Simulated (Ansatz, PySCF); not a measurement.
Cohesive energy (eV/atom) of 26 elemental solids other than molecular ones, computed with PBE (Ansatz, a first-principles code, PySCF; the runs differ in potentials, basis or settings) and with PBE0 (Ansatz, PySCF; the runs differ in potentials, basis or settings). The set holds measured phases with no doubt noted on the run or the magnetic state but for the caveats below. 23 more of the class have both values but aren't in it, for one of these reasons: built or high-temperature cells, doubts on the run or the magnetic state, unlike cells, values of zero, layered or molecular crystals. Solids without a value at one level (not run, failed, or a magnetic order lost), or held back for tests, aren't counted.

All rows, in order of the shift (worked out from unrounded values):

```json
[
 {"solid": "fcc Cu", "PBE": "3.52", "PBE0": "3.08", "shift (eV/atom)": "-0.45"},
 {"solid": "fcc Pb", "PBE": "2.95", "PBE0": "2.74", "shift (eV/atom)": "-0.21"},
 {"solid": "hcp Lu", "PBE": "4.17", "PBE0": "3.98", "shift (eV/atom)": "-0.19"},
 {"solid": "bcc Ba", "PBE": "1.88", "PBE0": "1.73", "shift (eV/atom)": "-0.15"},
 {"solid": "fcc Ag", "PBE": "2.53", "PBE0": "2.38", "shift (eV/atom)": "-0.15"},
 {"solid": "fcc Au", "PBE": "3.05", "PBE0": "2.91", "shift (eV/atom)": "-0.14"},
 {"solid": "fcc Ca", "PBE": "1.91", "PBE0": "1.79", "shift (eV/atom)": "-0.12"},
 {"solid": "white tin (β-Sn)", "PBE": "3.13", "PBE0": "3.01", "shift (eV/atom)": "-0.12"},
 {"solid": "diamond", "PBE": "7.72", "PBE0": "7.63", "shift (eV/atom)": "-0.09"},
 {"solid": "fcc Sr", "PBE": "1.61", "PBE0": "1.54", "shift (eV/atom)": "-0.07"},
 {"solid": "hcp Tl", "PBE": "2.01", "PBE0": "1.94", "shift (eV/atom)": "-0.07"},
 {"solid": "bcc Li", "PBE": "1.61", "PBE0": "1.54", "shift (eV/atom)": "-0.07"},
 {"solid": "bcc Na", "PBE": "1.08", "PBE0": "1.03", "shift (eV/atom)": "-0.06"},
 {"solid": "bcc Cs", "PBE": "0.71", "PBE0": "0.66", "shift (eV/atom)": "-0.05"},
 {"solid": "bcc K", "PBE": "0.87", "PBE0": "0.82", "shift (eV/atom)": "-0.05"},
 {"solid": "bcc Rb", "PBE": "0.77", "PBE0": "0.72", "shift (eV/atom)": "-0.05"},
 {"solid": "fcc Al", "PBE": "3.43", "PBE0": "3.40", "shift (eV/atom)": "-0.04"},
 {"solid": "body-centred tetragonal In", "PBE": "2.32", "PBE0": "2.28", "shift (eV/atom)": "-0.04"},
 {"solid": "hcp Be", "PBE": "3.73", "PBE0": "3.70", "shift (eV/atom)": "-0.03"},
 {"solid": "grey tin (α-Sn)", "PBE": "3.17", "PBE0": "3.15", "shift (eV/atom)": "-0.02"},
 {"solid": "diamond-structure Ge", "PBE": "3.73", "PBE0": "3.72", "shift (eV/atom)": "-0.01"},
 {"solid": "α-phase Ga", "PBE": "2.63", "PBE0": "2.62", "shift (eV/atom)": "-0.01"},
 {"solid": "hcp Mg", "PBE": "1.50", "PBE0": "1.51", "shift (eV/atom)": "+0.01"},
 {"solid": "diamond-structure Si", "PBE": "4.49", "PBE0": "4.51", "shift (eV/atom)": "+0.02"},
 {"solid": "hcp Zn", "PBE": "1.11", "PBE0": "1.17", "shift (eV/atom)": "+0.06"},
 {"solid": "hcp Cd", "PBE": "0.75", "PBE0": "0.87", "shift (eV/atom)": "+0.12"}
]
```

The shift from PBE to PBE0 has a median of -0.06 eV/atom, and eight in ten lie between -0.17 eV/atom and +0.02 eV/atom; PBE0 is the larger in 4 of 26.

Ansatz's runs of these crystals have no spin polarisation.

Spin–orbit coupling is left out, also for the solids with elements from indium on (body-centred tetragonal In, bcc Ba, white tin (β-Sn), grey tin (α-Sn), hcp Tl, bcc Cs, fcc Pb, hcp Lu, fcc Au); its size isn't shown.

Free atoms are spin-polarised, in the lowest state found; at levels without +SOC their spin–orbit coupling is left out. The solid named is at each level's own relaxed cell; a reference phase can be a single point on another level's cell. Caveats: the cell is over a tenth larger than the published one (another phase or state, or a fault of the published cell, is possible) (PBE: hcp Tl). Ansatz's density-functional and Hartree–Fock values are scalar-relativistic unless marked +SOC, with PAW data made under PBE.
